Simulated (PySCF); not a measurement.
Species: phosphorus pentafluoride, PF₅.
Bonds: F1–P2, P2–F3, P2–F4, P2–F5, P2–F6.

Theory: PBE0-D3(BJ)/def2-SVP geometry optimisation, gas phase in PySCF.

(1) List the bond lengths and angles at this level.

Results:

(1) 
```tsv
bond	length (bohr)
F1–P2, P2–F6	3.010
P2–F3, P2–F4, P2–F5	2.964
```

Bonds in one row agree within 0.02 bohr and their mean is given. A selection of angles:
```tsv
angle	degrees
F1–P2–F3	90.1
F1–P2–F6	179.8
F3–P2–F4	119.8
F4–P2–F5	120.5
```

P2 (phosphorus bonded to 5 F) is trigonal bipyramidal (τ5 = (β − α)/60° = 0.99 from the two widest angles, 179.8° and 120.5° (0 for a square pyramid, 1 for a trigonal bipyramid)). The 5 F–P bonds span 1.568 Å (P2–F3, drawn single) to 1.593 Å (P2–F6, drawn single), a spread of 0.025 Å.

Point group: D3h (every atom within 0.08 Å of its image). No PBE0-D3(BJ)/def2-SVP frequencies stand behind this structure, so it isn't proved a minimum.
